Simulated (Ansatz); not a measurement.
The cluster Na₂O, relaxed as a quintet with UKS PBE-D4/def2-TZVP in Ansatz, starting from the PBE-D4/def2-TZVP geometry of the neutral singlet. Force threshold 0.02 eV/Å.

In the quintet geometry the species has come apart into loosely held pieces. At PBE-D4/def2-TZVP a singlet of charge 0 lies 5.09 eV below the quintet, each at its own geometry. The structure comes from a short search, and lower isomers may exist.

Start:

Cartesian coordinates in Å:
```
Na 1.1902 -0.5089 1.4533
Na -0.9496 0.7089 -1.5437
O -0.2405 -0.2000 0.0905
```

| step | energy (eV) | largest force component (eV/Å) | SCF passes |
| --- | --- | --- | --- |
| 1 | -10864.9848 | 2.475 | 37 |
| 2 | -10865.5515 | 1.469 | 35 |
| 3 | -10865.9999 | 0.722 | 35 |
| 4 | -10866.2397 | 0.425 | 35 |
| 5 | -10866.4055 | 0.266 | 37 |
| 6 | -10866.4718 | 0.061 | 47 |
| 7 | -10866.4811 | 0.039 | 48 |
| 8 | -10866.4918 | 0.010 | 45 |
| 9 | -10866.4929 | 0.003 | 43 |
| 10 | -10866.4931 | 0.001 | 42 |

Force components are those of the run's own axes.

End:

```tsv
atom	x (Å)	y (Å)	z (Å)
Na1	1.748	-0.985	2.436
Na2	-1.734	0.997	-2.441
O3	-0.014	-0.012	0.005
```

Bonds lost: Na1–O3, Na2–O3 (atoms count from 1). The end holds 3 separate pieces.

The force fell under the threshold at step 8, but the optimiser went on. No frequencies were taken in this run, so the end may be a saddle point.

Run time 15 s (4 threads of Arm Neoverse V2 on a shared host).
